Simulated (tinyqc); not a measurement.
Ways to converge the cycle: SCF convergence aids in the sto-6g basis, for NH, spin multiplicity 3. Computed by the program tinyqc with PySCF. UHF with one setting changed at a time; a run stops when the energy changes by less than 1e-09 hartree and the error matrix is below 1e-5. The start is random orbitals. Damping d keeps d of the old density; a shift (hartree) raises the virtual levels; DIIS n extrapolates F over n matrices.

Geometry (angstrom):
```
atom       x       y       z
N     0.0000  0.0000  0.0000
H     0.0000  0.0000  1.3590
```

lowest solution found by these runs and by PySCF with stability checks = -54.758648 hartree

Largest element of the error matrix X^T (FDS - SDF) X:
```
iteration    plain  damping 0.3  damping 0.6  shift 0.4   DIIS 3   DIIS 8
1          5.0e+00      5.0e+00      5.0e+00    5.0e+00  5.0e+00  5.0e+00
2          3.0e-01      1.7e+00      3.1e+00    3.9e-01  3.0e-01  3.0e-01
3          6.5e-02      5.7e-01      1.9e+00    1.8e-01  6.5e-02  6.5e-02
4          3.1e-02      2.0e-01      1.2e+00    1.2e-01  3.3e-02  3.3e-02
5          2.0e-02      7.4e-02      7.5e-01    7.6e-02  1.4e-02  1.7e-02
6          1.5e-02      2.8e-02      4.7e-01    4.6e-02  1.3e-02  1.5e-02
8          1.3e-02      1.6e-02      1.9e-01    2.3e-02  7.2e-03  7.0e-03
10         1.0e-02      1.4e-02      7.4e-02    1.8e-02  8.1e-04  1.4e-03
14         6.3e-03      1.1e-02      1.6e-02    1.6e-02  1.1e-04  5.3e-06
20         2.3e-03      6.4e-03      1.2e-02    1.3e-02        -        -
30         3.5e-04      2.0e-03      8.0e-03    5.9e-03        -        -
45         1.8e-05      2.9e-04      3.3e-03    1.0e-03        -        -
60               -      3.8e-05      1.2e-03    1.5e-04        -        -
```

How each run ends:
```
run          iterations  E (hartree)                                                        state
plain                49    -54.75865                                                 lowest found
damping 0.3         >60    -54.75865  falls steadily but slowly, by a factor of about 0.87 a step
damping 0.6         >60    -54.75863  falls steadily but slowly, by a factor of about 0.93 a step
shift 0.4           >60    -54.75865  falls steadily but slowly, by a factor of about 0.88 a step
DIIS 3               19    -54.75865                                                 lowest found
DIIS 8               15    -54.75865                                                 lowest found
```

What does the comparison show, and why?

3 of 6 runs reach the lowest solution found, in 15 to 49 iterations (fastest: DIIS 8). Not converged: damping 0.3, damping 0.6, shift 0.4. Plain steps already contract here, so damping only slows them. DIIS 3 and DIIS 8 gain by cancelling the error over several earlier matrices, much as a quasi-Newton step does.
